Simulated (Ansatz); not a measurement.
We consider GaS (P6₃/mmc, No. 194), described by PBE (plane waves, PAW; Ansatz, a first-principles code).

Numerical settings: plane-wave cutoff 500 eV, 12×12×4 k mesh (along the axes of the cell as run), Fermi–Dirac smearing 0.05 eV, scalar-relativistic PAW data made under PBE.

Computed at the level's own relaxed cell.

### Question
Predict the equilibrium volume per atom, equilibrium lattice constant a, c axis length and band gap.

### Answer

- equilibrium volume per atom: 25.24 Å³/atom
- equilibrium lattice constant a: 3.630 Å
- c axis length: 17.697 Å
- band gap: 2.01 eV (on the SCF k mesh)

Measured, for comparison: band gap 2.5 eV (temperature not stated, not corrected to a static lattice, compiled measured gap; kind and temperature not stated; as tabulated in Kothakonda et al. (2022), arXiv:2208.02841).

Note: the cell comes from a level without a dispersion term, which matters for the spacing of layers, chains or molecules; the volume lies 17 % above that of the published cell; the cell has widely spaced layers and the level no dispersion term, so their spacing and the moduli can rest on weak binding.

Spin–orbit coupling is not included.

The result took around 8 core-minutes (rough).
